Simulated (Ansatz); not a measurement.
## Correlation methods on NO₂, doublet

Program: Ansatz, Gaussian basis, development build; BCCD by scripts on PySCF. Nonrelativistic, STO-3G, 3 core orbitals frozen. Perturbation and coupled-cluster methods stand on the Hartree–Fock determinant that coupled cluster favours; RHF here means ROHF, with semicanonical perturbation theory. The state met can differ between shapes. Small basis; these aren't basis-limit values. The unrestricted determinant is a mixture of spins, so it may stand for another state.

Shape A. A bond is stretched, to 1.96 times the sum of the covalent radii.

```xyz
3

N     0.0000    0.0000    0.0000
O     0.0000    2.4729    1.0497
O     0.0000   -1.0991    0.4665
```

Shape B. A bond is stretched, to 1.70 times the sum of the covalent radii.

```csv
atom,x (Å),y (Å),z (Å)
N,0.0000,0.0000,0.0000
O,0.0000,2.1432,0.9097
O,0.0000,-1.0991,0.4665
```

Shape C:

```xyz
3

N     0.0000    0.0000    0.0000
O     0.0000    1.1540    0.4899
O     0.0000   -1.0991    0.4665
```

Correlation energy of CCSD(T), then each method's total less that of CCSD(T), in eV:

```csv
case,E corr CCSD(T),CCSD,BCCD,BCCD(T),determinant
A UHF,-3.534,+0.043,+0.146,+0.023,⟨S²⟩ = 2.144
B UHF,-3.554,+0.047,+0.148,+0.022,⟨S²⟩ = 2.130
C RHF,-6.364,+0.593,+0.663,+0.013,0.34 eV over the lowest such Hartree–Fock solution met
C UHF,-5.429,+0.324,+0.498,-0.134,⟨S²⟩ = 1.331
```

**Question.** How far does full CI lie from CCSD(T) in each case, and where is CCSD(T) within 1 kcal/mol (0.043 eV)?

**Answer.** A UHF: -0.062 eV (outside, spin-contaminated determinant); B UHF: -0.114 eV (outside, spin-contaminated determinant); C RHF: -0.083 eV (outside); C UHF: -0.239 eV (outside, spin-contaminated determinant).

**Question.** Which method comes nearest to full CI in total energy for A UHF?

**Answer.** CCSD(T), 0.062 eV away; next BCCD(T) (0.085 eV), last BCCD (0.208 eV).

Several Brueckner solutions were met.
